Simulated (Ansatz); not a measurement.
Basis sets compared for the cluster BN2⁻. Total charge -1; singlet. Geometry PBE0-D4/def2-TZVPD. Ansatz on 4 threads of Arm Neoverse V2 on a shared host; times are rough, and most runs start from earlier orbitals.

Cartesian coordinates in Å:
```
B 0.2688 -0.8470 -0.1416
N -0.5588 0.3664 -0.3936
N 0.2900 0.4805 0.5352
```

At HF/STO-3G, PBE-D4/def2-SVPD, PBE-D4/def2-TZVPD, PBE0-D4/def2-SVPD and others the highest occupied level of the charge -1 singlet lies above zero (up to 2.91 eV). In Hartree–Fock with STO-3G the lack of diffuse functions raises the level. By energy differences its removal costs 1.97 eV (vertical, to the charge 0 doublet, at CCSD(T)/def2-TZVPPD). The structure comes from a short search, and lower isomers may exist.

```json
{"level": "HF/STO-3G", "functions": "15", "energy (Eh)": "-131.5664", "HOMO (eV)": "2.91", "LUMO (eV)": "15.99", "wall time": "0.05 s"}
{"level": "HF/6-31G", "functions": "27", "energy (Eh)": "-133.3564", "HOMO (eV)": "-1.50", "LUMO (eV)": "9.80", "wall time": "0.1 s"}
{"level": "PBE-D4/def2-SVPD", "functions": "60", "energy (Eh)": "-134.0123", "HOMO (eV)": "1.31", "LUMO (eV)": "2.71", "wall time": "0.2 s"}
{"level": "PBE0-D4/def2-SVPD", "functions": "60", "energy (Eh)": "-134.0072", "HOMO (eV)": "0.28", "LUMO (eV)": "4.09", "wall time": "0.2 s"}
```

**Question.** Estimate the rows for PBE-D4/def2-TZVPD, PBE0-D4/def2-TZVPD (with forces).

**Answer.** 
| level | functions | energy (Eh) | HOMO (eV) | LUMO (eV) | wall time |
| --- | --- | --- | --- | --- | --- |
| PBE-D4/def2-TZVPD | 111 | -134.1596 | 1.15 | 2.64 | 0.3 s |
| PBE0-D4/def2-TZVPD (with forces) | 111 | -134.1552 | 0.15 | 4.04 | 0.6 s |
